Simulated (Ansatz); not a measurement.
Relaxation of FH6NSi (9 atoms, charge 0, multiplicity 1), to a largest force component of 0.03 eV/Å in at most 50 steps.

All numbers below come from Ansatz, RKS PBE0-D4/def2-SVP.

```xyz
9
Properties=species:S:1:pos:R:3
Si -0.516 -0.069 -0.309
F 0.272 0.690 2.269
H 0.567 -0.955 0.196
H -0.141 1.369 -0.337
H -0.803 -0.495 -1.720
N -1.968 -0.235 0.735
H -2.484 -1.106 0.644
H -2.619 0.545 0.667
H -0.538 0.257 2.394
```

Question: Where does it end, and by what steps?

Answer: The forces met the threshold. After 9 steps the energy has fallen by 0.276 eV; F2 moved furthest, 0.48 Å.

| step | energy less start (eV) | largest force component (eV/Å) | accepted |
| --- | --- | --- | --- |
| 0 | 0.0000 | 0.900 | yes |
| 1 | -0.0885 | 2.003 | yes |
| 2 | -0.2247 | 0.934 | yes |
| 3 | -0.1896 | 0.963 | no |
| 4 | -0.2643 | 0.149 | yes |
| 5 | -0.2721 | 0.143 | yes |
| 6 | -0.2709 | 0.188 | no |
| 7 | -0.2755 | 0.043 | yes |
| 8 | -0.2735 | 0.170 | no |
| 9 | -0.2763 | 0.019 | yes |

```xyz
9
Properties=species:S:1:pos:R:3
Si -0.493 -0.070 -0.412
F -0.040 0.588 2.620
H 0.573 -1.015 0.015
H -0.018 1.338 -0.444
H -0.955 -0.455 -1.783
N -1.781 -0.150 0.800
H -2.192 -1.069 0.953
H -2.535 0.525 0.683
H -0.791 0.308 2.108
```

Whether the end is a true minimum wasn't checked by a vibrational analysis.

The run took 29 s on 1 thread of Arm Neoverse V1, with other jobs on the host, peak memory 0.14 GiB.
